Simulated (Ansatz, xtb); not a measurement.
## Two isomers of C5H4S

Structure I: `C#CCC#CS`, a singlet. Structure II: `C#CC#CCS`, a singlet. Both are isolated molecules in the gas phase, relaxed with PBE-D3(BJ)/def2-SVP; the shapes shown needn't be the lowest conformers.

I (Å):

```csv
atom,x (Å),y (Å),z (Å)
C,0.9365,2.6031,-2.6628
C,-0.1388,2.1149,-2.3520
C,-1.4335,1.5322,-1.9759
C,-1.4955,0.0704,-2.0482
C,-1.5369,-1.1560,-2.0963
S,-1.6539,-2.8310,-2.3140
H,1.8897,3.0305,-2.9399
H,-1.6977,1.8608,-0.9439
H,-2.2314,1.9621,-2.6250
H,-1.1951,-3.2008,-1.0792
```

II (Å):

```xyz
10

C     0.0023    2.0392   -5.1508
C    -0.2558    1.6184   -4.0228
C    -0.5448    1.1506   -2.7716
C    -0.7970    0.7358   -1.6374
C    -1.1298    0.2215   -0.3258
S    -1.3395   -1.6201   -0.2680
H     0.2308    2.4090   -6.1403
H    -2.0417    0.7116    0.0765
H    -0.3120    0.4251    0.3983
H    -2.3824   -1.6566   -1.1438
```

Energies in hartree; the thermal terms are from PBE-D3(BJ)/def2-SVP harmonic frequencies (ideal gas, rigid rotor, one conformer each, 298.15 K, 1 atm) and include the zero-point energy:

|  | I | II |
| --- | --- | --- |
| E, CCSD(T)/def2-SVP | −589.631806 | −589.640333 |
| E, MP2/def2-SVP | −589.554380 | −589.565529 |
| E, MP2/def2-TZVPP | −590.080956 | −590.091199 |
| zero-point energy | 0.063468 | 0.063931 |
| H(298 K) − E | 0.071941 | 0.072040 |
| G(298 K) − E | 0.031119 | 0.032483 |

Q: Correct the CCSD(T) difference for the basis set by the MP2 change, then work out ΔE, ΔE₀, ΔH and ΔG for I → II in kJ/mol (1 Eh = 2625.50 kJ/mol) and the equilibrium ratio [II]/[I].

A: 1. Differences II − I: CCSD(T) −0.008527, MP2 in the small set −0.011149, MP2 in the large set −0.010243 Eh.
2. ΔE = −0.008527 + (−0.010243 − (−0.011149)) = −0.007621 Eh = −20.01 kJ/mol.
3. ΔE₀ = ΔE + ΔZPE = −0.007621 + (+0.000463) Eh = −18.79 kJ/mol.
4. ΔH = ΔE + (+0.000099) Eh = −19.75 kJ/mol.
5. ΔG = ΔE + (+0.001364) Eh = −16.43 kJ/mol, so ΔS = (ΔH − ΔG)/T = −11.1 J/(mol K).
6. kT = 0.9442 mEh, so K = [II]/[I] = exp(−ΔG/kT) = exp(+6.63) ≈ 760.

Structure II is favoured at this temperature. An error of 4 kJ/mol in ΔG would change K by a factor of 5. Mirror images and further conformers aren't counted.

As drawn, both hold the same kinds of bond in the same numbers.

Other levels gave ΔE = −41.9 (PBE-D3(BJ)/def2-SVP); −12.4 (HF/def2-SVP); −29.3 (MP2/def2-SVP); −22.4 (CCSD(T)/def2-SVP) kJ/mol. The correlated steps freeze 10 core orbitals. Programs: Ansatz 0.2.0.
